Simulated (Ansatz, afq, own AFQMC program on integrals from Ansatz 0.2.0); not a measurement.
# Ga, doublet → Ga, quartet

A free Ga atom.

E(quartet, charge +0) − E(doublet, charge +0) at this geometry, on UHF and UHF determinants.

Basis aug-cc-pVDZ. Noble-gas cores (and the filled d shells of Ga–Kr and In–Xe) are frozen. Integrals, coupled cluster, full CI and functionals: Ansatz 0.2.0; the random walks run on the same integrals in our own AFQMC program. ph-AFQMC/CISD is guided by a CISD state made of CCSD amplitudes; releasing the constraint for a short imaginary time cuts its bias at the price of noise, slowly where states lie close. Uncertainties: one standard error, sampling alone. No spin–orbit coupling. The errors of all members are added in quadrature.

Full CI on the same integrals is exact in this basis and with this determinant's frozen core.

Errors are counted within aug-cc-pVDZ, not against nature.

Cautions: inner d shell frozen; no relativity below Rb; no spin-orbit coupling; Ga (quartet): another spin lies lower, the released energies have errors that jump between times, so the bars are unsure, so no released level is given (meV from the phaseless value at times in 1/Eh: -10 ± 9 at 0.24, -0.06 ± 0.06 at 0.51, -0.17 ± 0.05 at 0.99, 1.2 ± 1.2 at 1.62, -0.10 ± 0.13 at 2.40), though the last usable value meets full CI within the noise.

Reference (full CI): 391.9 kJ/mol.

```
        level  vertical spin gap (kJ/mol)  error against FCI (kJ/mol)
           HF                       301.9                       -90.1
          MP2                       361.2                       -30.7
         CCSD                       389.8                        -2.1
      CCSD(T)                       391.3                        -0.7
ph-AFQMC/CISD                391.7 ± 0.07                 -0.2 ± 0.07
```

Correlation beyond CCSD(T) adds 0.7 kJ/mol. The perturbative (T) step is worth +1.4 kJ/mol.

A walk keeps the symmetry of its determinant, which the program's search chose and which needn't be the lowest solution, so a lower state of the same spin and another symmetry isn't excluded.
